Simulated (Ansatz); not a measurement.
The input, for Ansatz 0.2.0:

```yaml
crystal:
  periodic: [false, false, false]
  atoms:
    - {symbol: B, position_ang: [0.000000, 0.000000, 1.449714]}
    - {symbol: O, position_ang: [0.000000, 0.000000, 0.177643]}
    - {symbol: H, position_ang: [0.000000, 0.000000, -1.627357]}
basis:
  gaussian: {orbitals: 6-31G}
hamiltonian: {pseudopotentials: {relativity: scalar}}
correlation: {active_space: {window: {electrons: 10, orbitals: 7}, fixed_orbitals: true}}
accuracy: high
scf: {lower_state_search: off}
```

```sh
$ ansatz run in.yaml --threads 1 --pin off --events-out ev --progress --plain --max-ram 2393MiB
```

The program prints:

```
these checks for a lower state are left out or cut short: stability, starts, cluster_reference, orbital_swaps, neighbouring_geometries, increment
412 factors; integrals over basis functions are off by at most 2.8e-9 eV
mean field evaluation 1: about -2716.4058 eV, gradient 3.4e1 eV
mean field evaluation 2: about -2716.4096 eV, gradient 3.4e1 eV
mean field evaluation 4: about -2718.9058 eV, gradient 1.8e0 eV
mean field evaluation 8: about -2718.9191 eV, gradient 1.2e-4 eV
mean field -2718.91907825 eV, -99.9184331760 hartree, gradient 3.2e-8 eV, S^2 0.000000; 0 other end points of the search recorded, 0 dependent functions left out
reference -2718.91907825 eV, -99.9184331760 hartree; 7, 7 occupied and 13, 13 virtual orbitals, 412 factors
state -2721.41999136 eV, -100.0103400377 hartree
WARN: the results are in doubt because the space or a class takes a part of the degenerate orbitals at 5.1101 eV
Total energy: -2721.41999136 eV, -100.0103400377 hartree
Relativity: scalar
In doubt: the space or a class takes a part of the degenerate orbitals at 5.1101 eV
Checks for a lower state left out: stability, starts, cluster_reference, orbital_swaps, neighbouring_geometries, increment
```

Natural occupations: 1.9999 1.9997 1.9728 1.9379 1.5073 0.5095 0.0728.

Ran on 1 thread of Intel Xeon Platinum 8488C, shared host: 0.16 s wall, 0.16 GiB peak host memory.
